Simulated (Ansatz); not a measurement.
Start from `COC(O)C=N` and change one atom or group to get `COC(O)S`.

Ansatz, PBE0-D4/def2-TZVP geometries, multiplicity 1. Each molecule was computed in one conformer, which needn't be the lowest.

```csv
property,`COC(O)C=N`
size of the dipole moment (PBE/def2-TZVPP) / D,2.03
HOMO–LUMO gap (B3LYP/def2-TZVPP) / eV,6.72
HOMO–LUMO gap (PBE/def2-TZVPP) / eV,4.41
LUMO energy (PBE/def2-TZVPP) / eV,-1.88
size of the dipole moment (B3LYP/def2-TZVPP) / D,2.12
HOMO energy (ωB97M-V/def2-TZVPP) / eV,-10.38
```

(1) What does the change do to each property? (Estimate.)

## Answers

(1) The calculation gave: 
| property | `COC(O)S` | shift |
| --- | --- | --- |
| size of the dipole moment (PBE/def2-TZVPP) / D | 1.43 | -0.60 |
| HOMO–LUMO gap (B3LYP/def2-TZVPP) / eV | 7.11 | 0.39 |
| HOMO–LUMO gap (PBE/def2-TZVPP) / eV | 5.36 | 0.95 |
| LUMO energy (PBE/def2-TZVPP) / eV | -0.56 | 1.32 |
| size of the dipole moment (B3LYP/def2-TZVPP) / D | 1.48 | -0.64 |
| HOMO energy (ωB97M-V/def2-TZVPP) / eV | -9.49 | 0.89 |

With PBE0 the HOMO rises by 0.71 eV and the LUMO rises by 1.13 eV, so the gap widens by about 0.42 eV. PBE moves the HOMO by 0.37 eV and ωB97M-V by 0.89 eV. Dipoles are sizes alone; their direction can turn.

B3LYP here is the variant with VWN-RPA as its local correlation; programs differ in this.
